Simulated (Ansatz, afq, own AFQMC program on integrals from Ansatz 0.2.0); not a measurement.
## NaH₂⁻, singlet: AFQMC among the cluster methods

```xyz
3

Na    0.0000    0.0000    0.8034
H     0.0000    0.0000   -3.6726
H     0.0000    0.0000    2.8692
```

Basis aug-cc-pVDZ. Noble-gas cores (and the filled d shells of Ga–Kr and In–Xe) are frozen. Ansatz 0.2.0 and our own AFQMC program on the same integrals; the CISD trial comes from CCSD amplitudes, and released means the phaseless constraint is let go. Uncertainties: one standard error, sampling alone.

Determinant: RHF, the one that the program's search chose, which needn't be the lowest solution. The geometry is a point of a scan.

Full CI on the same integrals is exact in this basis and with this determinant's frozen core.

Cautions: restricted determinant unstable towards unrestricted (UHF 121 meV lower, ⟨S²⟩ 0.56); raised T1 diagnostic (T1 0.035, weight of the determinant 0.90, largest double 0.06).

The T1 diagnostic is 0.0346, the weight of the determinant in the CISD state is 0.901 and the size of the correlated space is 4 electrons in 40 orbitals.

```
  level  correlation energy (eV)
    MP2                  -1.3727
   CCSD                  -1.9876
CCSD(T)                  -1.9913
```

Q: Estimate where phaseless AFQMC with the Hartree–Fock trial lies against CCSD(T) on the same integrals.

A: 7.8 ± 3.1 kJ/mol below CCSD(T).

Reference: full CI, correlation energy -1.994 eV. The released energy is read at 2.40 1/Eh (meV from the phaseless value at times in 1/Eh: -0.5 ± 1.0 at 0.24, -1.1 ± 0.8 at 0.51, -2.6 ± 0.6 at 0.99, -3.0 ± 0.7 at 1.62, -5.3 ± 0.9 at 2.40).

```json
{"level": "CCSD(T)", "E − E(reference) (kJ/mol)": "0.2", "share of correlation (%)": "99.87"}
{"level": "CCSDT", "E − E(reference) (kJ/mol)": "0.0", "share of correlation (%)": "99.98"}
{"level": "CCSDT(Q)", "E − E(reference) (kJ/mol)": "0.0", "share of correlation (%)": "99.99"}
{"level": "ph-AFQMC/HF", "E − E(reference) (kJ/mol)": "-7.5 ± 3.1", "share of correlation (%)": "103.92"}
{"level": "ph-AFQMC/CISD", "E − E(reference) (kJ/mol)": "0.3 ± 0.1", "share of correlation (%)": "99.84"}
{"level": "released AFQMC", "E − E(reference) (kJ/mol)": "-0.2 ± 0.08", "share of correlation (%)": "100.11"}
```

CCSDT and higher add their correlation energy to the determinant of the CCSD(T) run, since their own runs factorise the integrals more tightly (a shift of under 2 meV). A walk keeps the symmetry of its determinant, which the program's search chose and which needn't be the lowest solution, so a lower state of the same spin and another symmetry isn't excluded. Released energies are given only where the last usable release times agree within the noise; a slower fall can still hide under it.
